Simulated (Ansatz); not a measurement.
## Molecular dynamics of H$_{6}$N$_{2}$

The input (input.yaml):

```yaml
crystal:
  periodic: [false, false, false]
  atoms:
    - { symbol: "N", position_ang: [0.152705, -0.033638, -1.530502] }
    - { symbol: H, position_ang: [0.302284, -0.880333, -2.039917] }
    - { symbol: H, position_ang: [-0.523786, -0.090431, -0.792834] }
    - { symbol: H, position_ang: [0.100062, 0.788044, -2.096946] }
    - { symbol: "N", position_ang: [-0.148823, 0.033785, 1.523177] }
    - { symbol: H, position_ang: [-0.121391, -0.791465, 2.086248] }
    - { symbol: H, position_ang: [0.563571, 0.096735, 0.821081] }
    - { symbol: H, position_ang: [-0.324623, 0.877203, 2.029695] }
magnetization:
  spin_polarized: true
basis:
  gaussian: { orbitals: "6-31G" }
hamiltonian:
  xc: { name: BHLYP }
  dispersion: d4
md:
  timestep: 0.5
  n_steps: 150
  ensemble: nve
  temperature: 2000.0
  initial_velocities: maxwell_boltzmann
  seed: 419107
  masses: [{ species: H, mass: 2.014 }]
```

Run as:

```bash
$ ansatz run input.yaml --threads 1 --pin off --max-ram 2048MiB --backend cpu --events-out ev --progress --plain --runs-dir out
```

It starts from a relaxed structure.

Output, in part (step lines, the closing report, with atoms numbered from 0):

```
md step     0: t =     0.00 fs  T =  2000.0 K  F+E_penalty+E_count = -3074.73116834 eV  E_kin = 1.551120 eV  conserved = -3073.18004835 eV  (21 SCF iters)
md step    97: t =    48.50 fs  T =  1359.1 K  F+E_penalty+E_count = -3074.23160990 eV  E_kin = 1.054059 eV  conserved = -3073.17755080 eV  (22 SCF iters)
md step    98: t =    49.00 fs  T =  1372.7 K  F+E_penalty+E_count = -3074.24167951 eV  E_kin = 1.064628 eV  conserved = -3073.17705163 eV  (21 SCF iters)
md step    99: t =    49.50 fs  T =  1405.6 K  F+E_penalty+E_count = -3074.26720980 eV  E_kin = 1.090136 eV  conserved = -3073.17707357 eV  (22 SCF iters)
md step   100: t =    50.00 fs  T =  1457.3 K  F+E_penalty+E_count = -3074.30790991 eV  E_kin = 1.130256 eV  conserved = -3073.17765422 eV  (22 SCF iters)
md step   101: t =    50.50 fs  T =  1517.4 K  F+E_penalty+E_count = -3074.35535797 eV  E_kin = 1.176806 eV  conserved = -3073.17855192 eV  (21 SCF iters)
md step   102: t =    51.00 fs  T =  1569.3 K  F+E_penalty+E_count = -3074.39646102 eV  E_kin = 1.217052 eV  conserved = -3073.17940862 eV  (21 SCF iters)
md step   103: t =    51.50 fs  T =  1597.2 K  F+E_penalty+E_count = -3074.41866458 eV  E_kin = 1.238713 eV  conserved = -3073.17995115 eV  (21 SCF iters)
[... lines left out ...]
md step   147: t =    73.50 fs  T =  1484.6 K  F+E_penalty+E_count = -3074.32985904 eV  E_kin = 1.151394 eV  conserved = -3073.17846475 eV  (22 SCF iters)
md step   148: t =    74.00 fs  T =  1459.9 K  F+E_penalty+E_count = -3074.30974473 eV  E_kin = 1.132228 eV  conserved = -3073.17751701 eV  (22 SCF iters)
md step   149: t =    74.50 fs  T =  1446.2 K  F+E_penalty+E_count = -3074.29844771 eV  E_kin = 1.121643 eV  conserved = -3073.17680479 eV  (22 SCF iters)
md step   150: t =    75.00 fs  T =  1456.6 K  F+E_penalty+E_count = -3074.30642193 eV  E_kin = 1.129719 eV  conserved = -3073.17670254 eV  (22 SCF iters)
Total energy: -3074.30655235 eV, -112.9786819590 hartree
Atom 0 at     0.029674    -0.244262    -1.881797 Å, force    -2.686619     0.517418     0.509429 eV/Å
Atom 1 at     0.209908    -0.560031    -0.981777 Å, force     0.073983    -0.516014     1.564751 eV/Å
Atom 2 at     0.804348    -0.143984    -2.407134 Å, force     2.942093     0.091515    -2.137493 eV/Å
Atom 3 at    -0.544293     0.570991    -1.925457 Å, force    -0.334870    -0.049909     0.126461 eV/Å
Atom 4 at    -0.081307     0.167041     1.891376 Å, force     0.461635     1.876927     0.278696 eV/Å
Atom 5 at    -0.483261    -0.674388     1.614286 Å, force    -0.555665    -0.870999    -0.383236 eV/Å
Atom 6 at    -0.495945     1.052709     1.708172 Å, force    -0.953795    -0.298994    -0.086226 eV/Å
Atom 7 at     0.891458     0.292534     1.881671 Å, force     1.053237    -0.749944     0.127618 eV/Å
Dipole moment:     0.242928     0.314507    -0.039288 e Å
```

The steps, from the saved trajectory:

```json
{"time (fs)": "0.0", "T (K)": "2000", "potential energy less start (eV)": "0.000", "conserved less start (meV/atom)": "0.00"}
{"time (fs)": "2.5", "T (K)": "1624", "potential energy less start (eV)": "0.293", "conserved less start (meV/atom)": "0.25"}
{"time (fs)": "5.0", "T (K)": "1209", "potential energy less start (eV)": "0.616", "conserved less start (meV/atom)": "0.32"}
{"time (fs)": "7.5", "T (K)": "1064", "potential energy less start (eV)": "0.728", "conserved less start (meV/atom)": "0.22"}
{"time (fs)": "10.0", "T (K)": "1079", "potential energy less start (eV)": "0.716", "conserved less start (meV/atom)": "0.28"}
{"time (fs)": "12.5", "T (K)": "1207", "potential energy less start (eV)": "0.616", "conserved less start (meV/atom)": "0.14"}
{"time (fs)": "15.0", "T (K)": "1026", "potential energy less start (eV)": "0.757", "conserved less start (meV/atom)": "0.24"}
{"time (fs)": "17.5", "T (K)": "910", "potential energy less start (eV)": "0.848", "conserved less start (meV/atom)": "0.29"}
{"time (fs)": "20.0", "T (K)": "974", "potential energy less start (eV)": "0.797", "conserved less start (meV/atom)": "0.25"}
{"time (fs)": "22.5", "T (K)": "1224", "potential energy less start (eV)": "0.604", "conserved less start (meV/atom)": "0.24"}
{"time (fs)": "25.0", "T (K)": "1513", "potential energy less start (eV)": "0.379", "conserved less start (meV/atom)": "0.13"}
{"time (fs)": "27.5", "T (K)": "1388", "potential energy less start (eV)": "0.476", "conserved less start (meV/atom)": "0.17"}
{"time (fs)": "30.0", "T (K)": "1083", "potential energy less start (eV)": "0.713", "conserved less start (meV/atom)": "0.30"}
{"time (fs)": "32.5", "T (K)": "1078", "potential energy less start (eV)": "0.717", "conserved less start (meV/atom)": "0.29"}
{"time (fs)": "35.0", "T (K)": "1334", "potential energy less start (eV)": "0.517", "conserved less start (meV/atom)": "0.14"}
{"time (fs)": "37.5", "T (K)": "1459", "potential energy less start (eV)": "0.421", "conserved less start (meV/atom)": "0.23"}
{"time (fs)": "40.0", "T (K)": "1437", "potential energy less start (eV)": "0.437", "conserved less start (meV/atom)": "0.11"}
{"time (fs)": "42.5", "T (K)": "1107", "potential energy less start (eV)": "0.695", "conserved less start (meV/atom)": "0.32"}
{"time (fs)": "45.0", "T (K)": "1119", "potential energy less start (eV)": "0.686", "conserved less start (meV/atom)": "0.30"}
{"time (fs)": "47.5", "T (K)": "1349", "potential energy less start (eV)": "0.506", "conserved less start (meV/atom)": "0.15"}
{"time (fs)": "50.0", "T (K)": "1457", "potential energy less start (eV)": "0.423", "conserved less start (meV/atom)": "0.30"}
{"time (fs)": "52.5", "T (K)": "1549", "potential energy less start (eV)": "0.350", "conserved less start (meV/atom)": "0.02"}
{"time (fs)": "55.0", "T (K)": "1085", "potential energy less start (eV)": "0.712", "conserved less start (meV/atom)": "0.37"}
{"time (fs)": "57.5", "T (K)": "1095", "potential energy less start (eV)": "0.704", "conserved less start (meV/atom)": "0.30"}
{"time (fs)": "60.0", "T (K)": "1375", "potential energy less start (eV)": "0.486", "conserved less start (meV/atom)": "0.10"}
{"time (fs)": "62.5", "T (K)": "1449", "potential energy less start (eV)": "0.430", "conserved less start (meV/atom)": "0.35"}
{"time (fs)": "65.0", "T (K)": "1629", "potential energy less start (eV)": "0.288", "conserved less start (meV/atom)": "0.00"}
{"time (fs)": "67.5", "T (K)": "1189", "potential energy less start (eV)": "0.632", "conserved less start (meV/atom)": "0.37"}
{"time (fs)": "70.0", "T (K)": "1175", "potential energy less start (eV)": "0.643", "conserved less start (meV/atom)": "0.34"}
{"time (fs)": "72.5", "T (K)": "1500", "potential energy less start (eV)": "0.388", "conserved less start (meV/atom)": "0.05"}
{"time (fs)": "75.0", "T (K)": "1457", "potential energy less start (eV)": "0.425", "conserved less start (meV/atom)": "0.42"}
```

All steps were run. The conserved energy stayed within 0.43 meV per atom of its start (net change 0.42 meV per atom), so the integration is sound. A run of 0.075 ps of so small a system gives no equilibrium averages. Limits of this set-up: no polarisation functions.

The same pairs are bonded in the first frame and the last. Pairs count as bonded within 1.25 times the sum of covalent radii (0.12 Å more for H–H).

Last frame:

```xyz
8
Properties=species:S:1:pos:R:3
N 0.030 -0.244 -1.882
H 0.210 -0.560 -0.982
H 0.804 -0.144 -2.407
H -0.544 0.571 -1.925
N -0.081 0.167 1.891
H -0.483 -0.674 1.614
H -0.496 1.053 1.708
H 0.891 0.292 1.882
```

Time of the run: 2.6 min on 1 thread of Arm Neoverse V1 (shared host), peak memory 0.096 GiB.
